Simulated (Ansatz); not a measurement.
Stepwise reaction of trisilane with hydrogen fluoride, as a gas-phase model of exchange steps in deposition or etching. ΔE in kJ/mol; ΔG adds harmonic PBE0-D4 terms to CCSD(T)/CBS, at 1 bar.

Isolated molecules relaxed with PBE0-D4/def2-TZVP in Ansatz; ΔE leaves out vibrations. CCSD(T)/CBS adds triple-zeta CCSD(T) − MP2 to the extrapolated MP2 energy (def2 sets, frozen cores). This one scheme is used for every species. Functionals use def2-TZVPP. B3LYP here is the variant with VWN-RPA as its local correlation; programs differ in this.

```csv
step,reaction,PBE-D4,B3LYP-D4,ωB97M-V,CCSD(T)/CBS,ΔG(500 K)
1,`[SiH3][SiH2][SiH3]` + H–F → `F[SiH2][SiH3]` + SiH₄,-89.7,-114.7,-117.4,-108.8,-109.2
2,`F[SiH2][SiH3]` + H–F → `F[SiH2]F` + SiH₄,-136.7,-160.2,-165.6,-159.1,-151.9
```

**Question.** By hand: ΔE of the 2 steps together at CCSD(T)/CBS.

**Answer.** (-108.8) + (-159.1) = -267.9 kJ/mol, or -133.9 kJ/mol a step.

In ΔE each step is lower than the one before. All are downhill at CCSD(T)/CBS. ΔG lies between -151.9 and -109.2 kJ/mol a step. PBE-D4 differs from CCSD(T)/CBS by 19.1 to 22.4 kJ/mol a step. Isolated molecules leave out the surface, adducts and barriers. Largest T1 diagnostic: 0.013.
